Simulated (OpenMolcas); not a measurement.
# CH4OSi (SMILES CO[SiH]) at 6 levels

Wanted: a comparison of 6 runs (HF/aug-cc-pVDZ, B3LYP/6-31G*, B2PLYP/aug-cc-pVDZ, BHLYP/aug-cc-pVDZ, M06-L/aug-cc-pVDZ) of CH4OSi. 

Program for the calculation: OpenMolcas 26.06.

1 further run of the same task is left out (set aside as unsound or not needed).

## Step 1: The system as given

The species is CH4OSi (7 atoms), meant as a singlet with charge 0. As SMILES, `CO[SiH]`. The C1–H5 distance was set to 1.643 Å, away from the relaxed value. At this shape a bond of the SMILES string is far longer than usual.

Bond lengths: C1–O2 1.410 Å, O2–Si3 1.639 Å, C1–H4 1.092 Å, C1–H6 1.092 Å, Si3–H7 1.552 Å. Angles: C1–O2–Si3 130.6°, O2–C1–H4 109.2°, O2–C1–H6 109.2°, O2–Si3–H7 97.1°, H4–C1–H6 108.5°. A long bond or contact: C1–H5 1.643 Å.

## Step 2: The energy at HF/aug-cc-pVDZ (run 1)

File job.inp:

```
&GATEWAY
  BasLib
  $CurrDir
  Coord
  7
  bohr
  C     -1.87182097     0.85887674    -0.13867944
  O     -1.74105192    -0.90234800     1.85706032
  Si     0.60239745    -2.68020234     2.82516701
  H     -3.35336625     0.28307719    -1.45581855
  H      0.83866045     1.03462505    -1.64160508
  H     -2.35729161     2.71458780     0.62458094
  H      2.57678330    -1.78881853     0.84889143
  Basis
  aug-cc-pVDZ
  Group
  NoSym

&SEWARD

&SCF
  Thresholds
  1e-10 1e-07 1e-07 1e-05
  PrOrbitals
  1 1
```

The basis set aug-cc-pVDZ is read from a file made from the Basis Set Exchange's data (not shown).

Started as:

```sh
$ export MOLCAS_MEM=1860
$ pymolcas job.inp > job.log
```

Standard output:

```text
--- Start Module: gateway ---
[...]
--- Stop Module: gateway /rc=_RC_ALL_IS_WELL_ ---
--- Start Module: seward ---
[...]
      Basis functions          109
--- Stop Module: seward /rc=_RC_ALL_IS_WELL_ ---
[...]
--- Start Module: scf ---
[...]
       Convergence after  13 Iterations
[...]
::    Total SCF energy                               -403.8951741691
[...]
      Total spin, S                                     0.0000000000
[...]
      Total electronic charge=   32.000000
      Total            charge=   -0.000000
[...]
      Dipole Moment (debye):
      Origin of the operator (angstrom)=   -0.3155   -0.6777    0.9299
                   X= -2.8616E-01               Y=  8.8815E-01               Z= -8.9868E-01           Total=  1.2955E+00
      Quadrupole Moment (debye*angstrom):
[...]
--- Stop Module: scf /rc=_RC_ALL_IS_WELL_ ---
[...]
```

Wall time 19 s (1 thread of Intel Xeon Platinum 8259CL at 2.50GHz (Skylake/Cascade Lake), shared host); peak memory 0.64 GiB.

## Step 3: The energy at B3LYP/6-31G(d) (spherical functions) (run 2)

File mol.inp:

```
* CH4OSi Kohn-Sham DFT

&GATEWAY
  BasLib = $CurrDir
  Coord
  7
  angstrom
  C       -0.990525       0.454498      -0.073386
  O       -0.921325      -0.477502       0.982714
  Si       0.318775      -1.418302       1.495014
  H       -1.774525       0.149798      -0.770386
  H        0.443800       0.547500      -0.868700
  H       -1.247425       1.436498       0.330514
  H        1.363575      -0.946602       0.449214
  Basis = 6-31Gs
  Group = NoSym

&SEWARD
  GridInput
  Grid=UltraFine
  End of Grid

&SCF
  KSDFT = B3LYP
  Thresholds = 1e-10 1e-07 1e-07 1e-05
  PrOrbitals = 1 1
```

The basis set 6-31G* is read from a file made from the Basis Set Exchange's data (not shown).

Started as:

```sh
$ export MOLCAS_MEM=1860
$ pymolcas mol.inp > mol.log
```

Standard output:

```text
--- Start Module: gateway ---
[...]
--- Stop Module: gateway /rc=_RC_ALL_IS_WELL_ ---
--- Start Module: seward ---
[...]
      Basis functions           54
--- Stop Module: seward /rc=_RC_ALL_IS_WELL_ ---
[...]
--- Start Module: scf ---
[...]
       Convergence after  13 Iterations
[...]
::    Total KS-DFT energy                            -405.1287316911
[...]
      Total spin, S                                     0.0000000000
[...]
      Total electronic charge=   32.000000
      Total            charge=   -0.000000
[...]
      Dipole Moment (debye):
      Origin of the operator (angstrom)=   -0.3155   -0.6777    0.9299
                   X= -3.8835E-01               Y=  9.5717E-01               Z= -9.3126E-01           Total=  1.3908E+00
      Quadrupole Moment (debye*angstrom):
[...]
--- Stop Module: scf /rc=_RC_ALL_IS_WELL_ ---
[...]
```

Run time: 19 s. Hardware: 1 thread of Intel Xeon Platinum 8259CL at 2.50GHz (Skylake/Cascade Lake), shared host; peak memory 0.39 GiB.

Runs 3 to 4 aren't shown in full; the table further down has their settings and results.

## Step 4: The energy at BHLYP/aug-cc-pVDZ (run 5)

File run.inp:

```
&GATEWAY
BasLib=$CurrDir
Coord
7
angstrom
C       -0.990525       0.454498      -0.073386
O       -0.921325      -0.477502       0.982714
Si       0.318775      -1.418302       1.495014
H       -1.774525       0.149798      -0.770386
H        0.443800       0.547500      -0.868700
H       -1.247425       1.436498       0.330514
H        1.363575      -0.946602       0.449214
Basis=aug-cc-pVDZ
Group=NoSym
&SEWARD
GridInput
Grid=UltraFine
End of Grid
&SCF
KSDFT=HYB_GGA_XC_BHANDHLYP
Thresholds=1e-10 1e-07 1e-07 1e-05
PrOrbitals=1 1
```

The basis set aug-cc-pVDZ is read from a file made from the Basis Set Exchange's data (not shown).

Started as:

```sh
$ export MOLCAS_MEM=1860
$ pymolcas run.inp > run.log
```

Standard output:

```text
--- Start Module: gateway ---
[...]
--- Stop Module: gateway /rc=_RC_ALL_IS_WELL_ ---
--- Start Module: seward ---
[...]
      Basis functions          109
--- Stop Module: seward /rc=_RC_ALL_IS_WELL_ ---
[...]
--- Start Module: scf ---
[...]
       Convergence after  13 Iterations
[...]
::    Total KS-DFT energy                            -405.0691825598
[...]
      Total spin, S                                     0.0000000000
[...]
      Total electronic charge=   32.000000
      Total            charge=   -0.000000
[...]
      Dipole Moment (debye):
      Origin of the operator (angstrom)=   -0.3155   -0.6777    0.9299
                   X= -2.6010E-01               Y=  7.9932E-01               Z= -8.0767E-01           Total=  1.1657E+00
      Quadrupole Moment (debye*angstrom):
[...]
--- Stop Module: scf /rc=_RC_ALL_IS_WELL_ ---
[...]
```

Wall time 57 s (1 thread of Intel Xeon Platinum 8259CL at 2.50GHz (Skylake/Cascade Lake), shared host); peak memory 0.64 GiB.

## Step 5: The energy at M06-L/aug-cc-pVDZ (run 6)

File calc.input:

```
* CH4OSi Kohn-Sham DFT

&GATEWAY
 BasLib
 $CurrDir
 Coord
 7
 angstrom
 C       -0.990525       0.454498      -0.073386
 O       -0.921325      -0.477502       0.982714
 Si       0.318775      -1.418302       1.495014
 H       -1.774525       0.149798      -0.770386
 H        0.443800       0.547500      -0.868700
 H       -1.247425       1.436498       0.330514
 H        1.363575      -0.946602       0.449214
 Basis
 aug-cc-pVDZ
 Group
 NoSym

&SEWARD
 GridInput
 Grid=UltraFine
 End of Grid

&SCF
 KSDFT
 M06L
 Thresholds
 1e-10 1e-07 1e-07 1e-05
 PrOrbitals
 1
```

The basis set aug-cc-pVDZ is read from a file made from the Basis Set Exchange's data (not shown).

Started as:

```sh
$ export MOLCAS_MEM=1860
$ pymolcas calc.input > calc.log
```

Standard output:

```text
--- Start Module: gateway ---
[...]
--- Stop Module: gateway /rc=_RC_ALL_IS_WELL_ ---
--- Start Module: seward ---
[...]
      Basis functions          109
--- Stop Module: seward /rc=_RC_ALL_IS_WELL_ ---
[...]
--- Start Module: scf ---
[...]
       Convergence after  16 Iterations
[...]
::    Total KS-DFT energy                            -405.1154379798
[...]
      Total spin, S                                     0.0000000000
[...]
      Total electronic charge=   32.000000
      Total            charge=   -0.000000
[...]
      Dipole Moment (debye):
      Origin of the operator (angstrom)=   -0.3155   -0.6777    0.9299
                   X= -3.1326E-01               Y=  8.0907E-01               Z= -7.9403E-01           Total=  1.1761E+00
      Quadrupole Moment (debye*angstrom):
[...]
--- Stop Module: scf /rc=_RC_ALL_IS_WELL_ ---
[...]
```

Run time: 100 s. Hardware: 1 thread of Intel Xeon Platinum 8259CL at 2.50GHz (Skylake/Cascade Lake), shared host; peak memory 0.64 GiB.

## Step 6: The series

| run | level | integration grid | Cartesian functions | energy (Eh) | dipole moment (D) | HOMO energy (eV) | LUMO energy (eV) | wall time |
| --- | --- | --- | --- | --- | --- | --- | --- | --- |
| 1 | HF/aug-cc-pVDZ | – | no | -403.895174 | 1.30 | -9.03 | 0.60 | 19 s |
| 2 | B3LYP/6-31G* (spherical functions) | UltraFine | no | -405.128732 | 1.39 | -6.28 | -2.07 | 19 s |
| 3 | B3LYP/6-31G* (Cartesian functions) | UltraFine | yes | -405.132330 | 1.38 | -6.28 | -2.07 | 18 s |
| 4 | B2PLYP/aug-cc-pVDZ | UltraFine | no | -404.907711 | 1.19 | -7.52 | -0.99 | 56 s |
| 5 | BHLYP/aug-cc-pVDZ | UltraFine | no | -405.069183 | 1.17 | -7.58 | -1.25 | 57 s |
| 6 | M06-L/aug-cc-pVDZ | UltraFine | no | -405.115438 | 1.18 | -5.74 | -2.65 | 100 s |

## Step 7: Outcome

| quantity | value |
| --- | --- |
| run 6: total energy | -405.11544 Eh |
| run 6: dipole moment | 1.18 D |
| run 6: HOMO energy | -5.74 eV |
| run 6: LUMO energy | -2.65 eV |
| run 6: HOMO–LUMO gap | 3.10 eV |

The dipole moment (its size) runs from 1.17 D (BHLYP/aug-cc-pVDZ) to 1.39 D (B3LYP/6-31G*). The two ends differ in method and basis. The HOMO–LUMO gap runs from 3.10 eV (M06-L/aug-cc-pVDZ) to 9.63 eV (HF/aug-cc-pVDZ). Exact exchange widens orbital gaps. For B2PLYP the log adds the whole second-order term; the table takes 0.27 of it, as the functional is defined. Totals of different functionals can't be ranked against each other. All runs together took 4.5 min, the longest 100 s.
